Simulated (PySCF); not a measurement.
## Basis-set dependence of population analyses: `C[Si](C)(C)C`

Compound: C4H12Si.
SMILES with atom numbers: `[CH3:1][Si:2]([CH3:3])([CH3:4])[CH3:5]` (hydrogens: H6, H7, H8 on C1; H9, H10, H11 on C3; H12, H13, H14 on C4; H15, H16, H17 on C5)

PBE0 throughout (PySCF), one geometry, spherical d and f functions. Isolated species at its PBE0-D3(BJ)/def2-SVP geometry, gas phase. Atoms taken as equivalent share a column and are averaged.

Mulliken charges (e):

```csv
basis,functions,C1/C3/C4/C5,Si2,H6 (×12)
STO-3G,41,-0.402,+0.788,+0.068
6-31G,73,-0.808,+1.051,+0.182
6-31G*,98,-0.758,+0.801,+0.186
def2-SVP,134,-0.318,+0.476,+0.066
pcSseg-1,152,-0.620,+0.860,+0.135
"6-311+G(2d,p)",215,-0.699,+0.954,+0.154
def2-TZVP,233,-0.486,+0.368,+0.131
```

IAO charges (e):

| basis | functions | C1/C3/C4/C5 | Si2 | H6 (×12) |
| --- | --- | --- | --- | --- |
| STO-3G | 41 | -0.635 | +1.000 | +0.129 |
| 6-31G | 73 | -0.714 | +1.004 | +0.154 |
| 6-31G* | 98 | -0.713 | +1.090 | +0.147 |
| def2-SVP | 134 | -0.705 | +1.099 | +0.144 |
| pcSseg-1 | 152 | -0.719 | +1.113 | +0.147 |
| 6-311+G(2d,p) | 215 | -0.736 | +1.125 | +0.151 |
| def2-TZVP | 233 | -0.739 | +1.136 | +0.152 |

Question: Which scheme is steadiest as the basis changes?

Answer: Largest range over the bases for any column: IAO 0.14 e, Mulliken 0.68 e. IAO charges move least and Mulliken charges most, counted in e. Without the minimal STO-3G basis the ranges are IAO 0.13, Mulliken 0.68 e.

Question: How much do the charges still move between the two largest bases, 6-311+G(2d,p) and def2-TZVP?

Answer: At most, over all atoms: Mulliken 0.586 e, IAO 0.010 e.

Question: What do the same runs give for the total energy and the frontier levels?

Answer: 
```json
{"basis": "STO-3G", "energy (Eh)": "-443.6789", "HOMO (eV)": "-6.77", "LUMO (eV)": "8.80"}
{"basis": "6-31G", "energy (Eh)": "-448.7782", "HOMO (eV)": "-8.20", "LUMO (eV)": "2.32"}
{"basis": "6-31G*", "energy (Eh)": "-448.8368", "HOMO (eV)": "-8.11", "LUMO (eV)": "2.36"}
{"basis": "def2-SVP", "energy (Eh)": "-448.6569", "HOMO (eV)": "-8.27", "LUMO (eV)": "1.46"}
{"basis": "pcSseg-1", "energy (Eh)": "-448.8312", "HOMO (eV)": "-8.36", "LUMO (eV)": "1.09"}
{"basis": "6-311+G(2d,p)", "energy (Eh)": "-448.9193", "HOMO (eV)": "-8.33", "LUMO (eV)": "-0.06"}
{"basis": "def2-TZVP", "energy (Eh)": "-448.9320", "HOMO (eV)": "-8.30", "LUMO (eV)": "0.85"}
```
